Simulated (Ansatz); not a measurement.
Born–Oppenheimer molecular dynamics of C$_{2}$H$_{2}$B (5 atoms, charge 1, multiplicity 1). It starts from a relaxed structure.

Method: RKS PBE-D4/def2-mTZVP in Ansatz.

| Item | Value |
| --- | --- |
| ensemble | NVT, Langevin thermostat |
| time step | 0.25 fs |
| steps asked | 300 |
| set temperature | 500 K |
| friction | 0.05 /fs |
| seed | 799646 |

First frame:

```xyz
5
Properties=species:S:1:pos:R:3
B -0.953 0.757 0.517
C 0.066 -0.053 -0.037
C 0.953 -0.757 -0.518
H -1.799 1.431 0.979
H 1.734 -1.377 -0.941
```

Q: How far do the bonds stretch over the last three quarters of this one trajectory? (Pairs bonded in most of those frames.)

A: 
```csv
bond,mean (Å),spread (Å),shortest,longest
B1–C2,1.417,0.022,1.37,1.45
B1–H4,1.184,0.029,1.13,1.24
C2–C3,1.232,0.024,1.19,1.28
C3–H5,1.090,0.022,1.05,1.13
```

Mean temperature of the second half: 606 K. The mean temperature of the second half is 21 % above the set value. A run of 0.075 ps of so small a system gives no equilibrium averages.

Run time: 3.3 min on 1 thread of Arm Neoverse V1, with other jobs on the host, peak memory 0.084 GiB.
